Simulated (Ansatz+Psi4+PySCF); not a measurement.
The numbers below are computed, except where a source is named.
Input for Psi4 1.11:

```
molecule {
1 2
Si 0.000000 0.000000 0.673020
O 0.000000 0.000000 -1.177780
}

basis {
assign O cc-pVTZ
assign Si cc-pV(T+d)Z
}
set reference rohf
set scf_type pk
energy('scf')
```

The input is written out from the run's settings.

Output:

- Converged: yes
- Total energy: -363.45689 hartree
- Spin squared of the determinant: 0.750
- Occupied orbitals by symmetry in an Abelian subgroup (alpha; beta): 7 A1 2 B1 2 B2; 7 A1 1 B1 2 B2
